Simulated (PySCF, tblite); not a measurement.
Compound: Cl2.
SMILES: `ClCl`

The calculation used PBE0/pcSseg-1 in PySCF (dipole) on a GFN2-xTB geometry, gas phase.

Take the most abundant isotopes and a rigid rotor. 

(1) What are the moment of inertia and the rotational constant?

(2) List the first levels of a rigid rotor in a Σ state.

(3) Has it a pure rotational spectrum?

(4) Estimate the classical rotational partition function at 10 K, 200 K and 500 K.

Results:

(1) I = 71.103 u·Å², B = 505379 MHz·u·Å²/I = 7108 MHz (0.2371 cm⁻¹, or 0.341 K as hB/k). For two atoms I = μr² with μ = 17.4844 u and r = 2.0166 Å.

(2) E(J) = BJ(J+1): J = 1: 0.474, J = 2: 1.423, J = 3: 2.845, J = 4: 4.742, J = 5: 7.113, J = 6: 9.958 cm⁻¹.

(3) Not by electric dipole: D∞h allows no dipole (computed 0.00 D). Rotational Raman lines (ΔJ = 2) lie at B(4J + 6), spaced by 4B = 0.948 cm⁻¹, with nuclear-spin weights that differ between even and odd J.

(4) Point group D∞h, symmetry number σ = 2; q = kT/(σhB), k/h = 20836.6 MHz/K: 14.7 at 10 K, 293 at 200 K, 733 at 500 K.

Its GFN2-xTB frequencies are all real (lowest 510 cm⁻¹). Zero-point vibration and centrifugal distortion are left out.

Time: 2.0 s. Hardware: x86-64 server, one thread, on a shared host. This is the PBE0/pcSseg-1 job that gave the dipole, with the shieldings it also computed.
